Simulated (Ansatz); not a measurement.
A run of Ansatz (development build ahead of 0.2.0) on singlet C2H6O at this shape:

```xyz
9

O     0.0000    0.0000   -0.5316
C     0.0000    1.0681    0.1731
C     0.0000   -1.0681    0.1731
H     0.0000    1.8597   -0.4566
H    -0.8236    1.1342    0.7724
H     0.8236    1.1342    0.7724
H     0.0000   -1.8597   -0.4566
H     0.8236   -1.1342    0.7724
H    -0.8236   -1.1342    0.7724
```

Its results:

```
Converged                       : yes
Total energy                    : -154.08097 hartree
Spin squared of the determinant : 0.000
```

Q: Which input gives this output? Name the method, the orbitals and the basis set, and write the input.

A: RHF in cc-pVTZ. An unrestricted run that stays on the closed shell gives the same numbers.

```yaml
crystal:
  periodic: [false, false, false]
  atoms:
    - { symbol: O, position_ang: [0.0, 0.0, -0.53164] }
    - { symbol: C, position_ang: [0.0, 1.06812, 0.17305] }
    - { symbol: C, position_ang: [0.0, -1.06812, 0.17305] }
    - { symbol: H, position_ang: [0.0, 1.85968, -0.45655] }
    - { symbol: H, position_ang: [-0.8236, 1.13424, 0.77242] }
    - { symbol: H, position_ang: [0.8236, 1.13424, 0.77242] }
    - { symbol: H, position_ang: [0.0, -1.85968, -0.45655] }
    - { symbol: H, position_ang: [0.8236, -1.13424, 0.77242] }
    - { symbol: H, position_ang: [-0.8236, -1.13424, 0.77242] }
basis:
  gaussian: { orbitals: cc-pVTZ }
hamiltonian:
  xc: hf
```

Caution: no unrestricted run beside it, a lower state can exist.
